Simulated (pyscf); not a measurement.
**Four-centre exchange: H₃C–In [singlet] + H₂O → HO–In [singlet] + CH₄**

Gas phase, singlet surface, charge 0. Bonds broken: In1–C2, O6–H7. Bonds formed: In1–O6, C2–H7. PySCF, gas phase, ωB97X-D3(BJ)/def2-SVP geometries. Correlated levels are frozen-core, on RHF or UHF. ΔMP2 is the change of the MP2 total energy from the triple- to the quadruple-zeta basis.

Transition state (Å):

```xyz
8

In    -0.0108     1.7847     0.9972
C     -0.3190    -0.2709    -0.4624
H      0.7256    -0.2350    -0.8289
H     -0.9444     0.2568    -1.2075
H     -0.6215    -1.3335    -0.5234
O     -0.9025    -0.0128     2.0874
H     -0.6563    -0.2989     0.9662
H     -0.4511    -0.5685     2.7348
```

One imaginary mode, 1303i cm⁻¹; descent along it reached the two sides named, in the forms told below.

```
bond    change  reactant side (Å)  saddle  product side
------  ------  -----------------  ------  ------------
In1–C2  breaks              2.267   2.540           3.3
O6–H7   breaks              0.967   1.183         2.357
In1–O6   forms                2.6   2.284         2.036
C2–H7    forms                2.7   1.468         1.100
```

Electronic energies relative to the separated reactants (kJ/mol):

```csv
level,barrier,reaction energy,reverse barrier
ωB97X-D3(BJ)/def2-TZVP,18.7,-123.6,142.3
PBE/def2-TZVP,-3.0,-131.4,128.4
r²SCAN/def2-TZVP,-2.3,-135.2,132.9
B3LYP-D3(BJ)/def2-TZVP,12.8,-132.5,145.3
PBE0-D3(BJ)/def2-TZVP,9.2,-122.4,131.6
M06-2X/def2-TZVP,10.7,-130.9,141.6
ωB97M-D3(BJ)/def2-TZVP,20.7,-126.2,146.9
HF/def2-TZVP,83.2,-128.6,211.8
MP2/def2-QZVPP,15.6,-126.7,142.3
CCSD/def2-TZVPP,39.6,-117.3,156.9
CCSD(T)/def2-TZVPP,29.2,-118.2,147.4
CCSD(T)/def2-TZVPP + ΔMP2(QZVPP),25.8,-122.4,148.2
```

With CCSD(T)/def2-TZVPP + ΔMP2(QZVPP) energies and thermal terms (ideal gas, 1 atm, RRHO with modes under 100 cm⁻¹ raised to 100, one conformer, R ln 2 for chiral ones without a mode under 150 cm⁻¹), in kJ/mol:

```json
[
 {"T (K)": "298", "ΔH‡": "18.0", "ΔG‡": "57.2", "ΔH": "-120.8", "ΔG": "-119.2"},
 {"T (K)": "600", "ΔH‡": "19.2", "ΔG‡": "96.8", "ΔH": "-122.2", "ΔG": "-117.1"},
 {"T (K)": "900", "ΔH‡": "22.1", "ΔG‡": "135.0", "ΔH": "-123.1", "ΔG": "-114.3"},
 {"T (K)": "1200", "ΔH‡": "25.6", "ΔG‡": "172.1", "ΔH": "-123.4", "ΔG": "-111.3"}
]
```

On the reactant side the descent ends in a bound adduct, 36.1 kJ/mol under the separated species and 54.8 kJ/mol under the saddle at ωB97X-D3(BJ)/def2-TZVP. At PBE, r²SCAN the saddle lies under the separated reactants, which points to a path from their complex (located at ωB97X-D3(BJ) alone). One saddle was located; it need not be the lowest between these sides. The CCSD(T) − MP2 part came from Ansatz, without density fitting, on the same reference. The frozen core leaves the outer d or s,p core shells of the metals and heavy elements correlated in the MP2 and CC values, and def2-TZVPP describes them poorly, which can shift differences by a few kcal/mol. Elements past Kr carry the def2 core potentials, without spin-orbit coupling.
